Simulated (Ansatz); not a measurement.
What a trial cell of AsI relaxes into

Method: DFT PBE, scalar-relativistic, plane waves, PAW (Ansatz). Cutoff 420 eV, Γ-centred k mesh, Gaussian smearing, no spin polarisation in the final step.

AsI was placed on the rock salt structure type (Fm-3m, No. 225), with As in place of Na, I in place of Cl, at a guessed volume.

```
CELL_PARAMETERS angstrom
0.00000 3.17949 3.17949
3.17949 0.00000 3.17949
3.17949 3.17949 0.00000
ATOMIC_POSITIONS crystal
As 0.00000 0.00000 0.00000
I 0.50000 0.50000 0.50000
```

Steps on the 16×16×16 mesh (2 atoms). 3 of 4 steps are shown, and the free energy counts from the last. Trial steps that were taken back and renewals of the plane-wave basis can be among the rows.

```csv
step,ΔF (meV/atom),V (Å³/atom),P (GPa)
1,32.8,32.14,-3.28
2,-0.3,29.14,0.14
4,0.0,29.25,-0.03
```

A final relaxation ran on a 16×16×16 mesh. The relaxed crystal, Fm-3m (No. 225):

```
As I
1.0
     0.00000    3.08121    3.08121
     3.08121    0.00000    3.08121
     3.08121    3.08121    0.00000
As I
1 1
Direct
  0.00000 0.00000 0.00000
  0.50000 0.50000 0.50000
```

| Item | Value |
| --- | --- |
| Volume per atom | 29.25 Å³ |
| Density | 5.73 g/cm³ |
| Energy over the elements | 0.53 eV/atom |
| Gap on the 16×16×16 mesh | 0 eV (a metal) |

The zero of energy is the elements' standard structures at the same level; no fitted shifts are applied.

The final run used a 16×16×16 mesh on its 2-atom cell and 0.10 eV smearing. For metals, differences of a few meV/atom aren't resolved. Spin–orbit coupling is left out.

Symmetry constrained the relaxation, so the result can be a saddle point.

Cost: 3 runs of about 1.1 core-minutes in all, on Arm Neoverse V1 (shared hosts).